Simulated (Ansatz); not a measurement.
**CHNaS: a rigid scan of the bond length C2–H4**

Aim: the energy along the bond length C2–H4, from CCSD(T) and from cheaper methods, relative to the minimum. No other atom is relaxed.

Computed with Ansatz 0.2.0, Gaussian basis. Level: single points in def2-TZVPP.

Levels: PBE-D4, r2SCAN-D4, PBE0-D4, B3LYP-D4, wB97M-V, Hartree-Fock, MP2, CCSD, CCSD(T). The scan takes 0.969, 1.007, 1.063, 1.129, 1.201, 1.279, 1.362, 1.450, 1.541 Å.

Cores are frozen in the correlated methods. The outer core shell of Li, Na, Mg and K is correlated. B3LYP uses VWN-RPA correlation.

9 further runs of the same task are left out: 9 set aside as unsound or not needed.

## Step 1: Starting geometry

SMILES `[Na][CH]=S`, 4 atoms, charge 0, spin multiplicity 1.

Atoms are counted from 1 here; the program's logs count them from 0.

Bond lengths: Na1–C2 2.302 Å, Na1–S3 3.148 Å, C2–S3 1.635 Å, C2–H4 1.102 Å. Angles: C2–Na1–S3 30.1°, Na1–C2–S3 104.9°, Na1–C2–H4 144.7°, S3–C2–H4 110.4°, Na1–S3–C2 45.0°.

As a file:

```
Na    1.2892   -0.3906    1.5721
C    -0.1636   -0.2167   -0.2054
S    -0.3719    1.3906   -0.4229
H    -0.7537   -0.7833   -0.9438
```

## Step 2: Relaxation at PBE0-D4

The input, relax/in.yaml:

```yaml
crystal:
  periodic: [false, false, false]
  atoms:
    - {symbol: Na, position_ang: [1.289180, -0.390640, 1.572110]}
    - {symbol: C, position_ang: [-0.163560, -0.216680, -0.205380]}
    - {symbol: S, position_ang: [-0.371900, 1.390590, -0.422930]}
    - {symbol: H, position_ang: [-0.753710, -0.783260, -0.943800]}
basis:
  gaussian: {orbitals: def2-TZVP}
hamiltonian: {xc: pbe0, dispersion: d4}
relax: {f_tol: 0.005, max_steps: 200}
```

No record of the launch command was kept for these runs.

After this run come: The minimum at every level; C2–H4 = 0.969 Å; C2–H4 = 1.007 Å; C2–H4 = 1.063 Å; C2–H4 = 1.129 Å; C2–H4 = 1.201 Å; C2–H4 = 1.279 Å; C2–H4 = 1.362 Å; C2–H4 = 1.450 Å; C2–H4 = 1.541 Å.

Before running it: what results should come out? Wanted: highest point, CCSD(T); lowest point, CCSD(T); minimum along the scan, CCSD(T); RMS deviation from CCSD(T); largest T1 diagnostic.

The runs gave:

```
                       quantity                                                                                                            value
         highest point, CCSD(T)                                                                                         29.8 kcal/mol at 1.541 Å
          lowest point, CCSD(T)                                                                                          0.0 kcal/mol at 1.101 Å
minimum along the scan, CCSD(T)                                                                                                          1.099 Å
                curvature there                                                                                                       30.9 eV/Å²
     RMS deviation from CCSD(T)  PBE-D4 1.6, r2SCAN-D4 0.5, PBE0-D4 0.3, B3LYP-D4 0.1, wB97M-V 0.8, Hartree-Fock 3.3, MP2 0.9, CCSD 0.7 kcal/mol
          largest T1 diagnostic                                                                                                            0.020
```

**Reading.** A polynomial through the near points puts the CCSD(T) minimum 0.002 Å below the PBE0-D4 value. The third derivative is negative, the usual anharmonicity of a bond. Curvature against CCSD(T): PBE-D4 -7 %, Hartree-Fock +12 %. B3LYP-D4 follows the CCSD(T) curve best and Hartree-Fock worst. The restricted Hartree–Fock reference is unstable towards an unrestricted one at one or more of these structures.
